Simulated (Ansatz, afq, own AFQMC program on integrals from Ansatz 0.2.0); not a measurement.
**SiNH₂⁺, quintet: AFQMC among the cluster methods**

```xyz
4

Si    0.0095   -0.1038    0.6022
N    -0.0872    0.1443   -1.1807
H     0.2656    1.1829    1.3191
H     0.6831   -0.2976   -1.6914
```

Connectivity, by distances: SiH–NH.

Basis cc-pVDZ. Noble-gas cores (and the filled d shells of Ga–Kr and In–Xe) are frozen. AFQMC by an in-house program on the Cholesky factors that Ansatz 0.2.0 writes for its CCSD(T) run. The CISD trial takes its coefficients from CCSD amplitudes. Released means that phaseless walkers are propagated on without the constraint, phases kept. ± is one standard error of the sampling.

Determinant: ROHF, the one that the program's search chose, which needn't be the lowest solution. The geometry is a PBE0/def2-TZVP stationary point of this or a neighbouring charge and spin state.

No full CI on the walks' own integrals is used here; CCSDT(Q) serves as the reference and is uncertain by about the last step of the cluster series.

Cautions: lower spins were not checked.

* T1 diagnostic: 0.0306
* weight of the determinant in the CISD state: 0.901
* size of the correlated space: 10 electrons in 36 orbitals

```json
{"level": "MP2", "correlation energy (eV)": "-4.2447"}
{"level": "CCSD", "correlation energy (eV)": "-5.1729"}
{"level": "CCSD(T)", "correlation energy (eV)": "-5.2785"}
```

(1) Estimate where AFQMC with the constraint released lies against CCSD(T) on the same integrals.

(1) 3.3 ± 0.3 kJ/mol below CCSD(T).

Reference: CCSDT(Q), correlation energy -5.310 eV. The released energy is read at 2.40 1/Eh (meV from the phaseless value at times in 1/Eh: -3.2 ± 1.8 at 0.24, -4.1 ± 1.9 at 0.51, -7.4 ± 1.9 at 0.99, -6.7 ± 1.8 at 1.62, -8 ± 3 at 2.40).

```json
{"level": "CCSD(T)", "E − E(reference) (kJ/mol)": "3.1", "share of correlation (%)": "99.40"}
{"level": "CCSDT", "E − E(reference) (kJ/mol)": "0.5", "share of correlation (%)": "99.91"}
{"level": "ph-AFQMC/CISD", "E − E(reference) (kJ/mol)": "0.6 ± 0.2", "share of correlation (%)": "99.88"}
{"level": "released AFQMC", "E − E(reference) (kJ/mol)": "-0.2 ± 0.3", "share of correlation (%)": "100.04"}
```

Released energies are given only where the last usable release times agree within the noise; a slower fall can still hide under it.
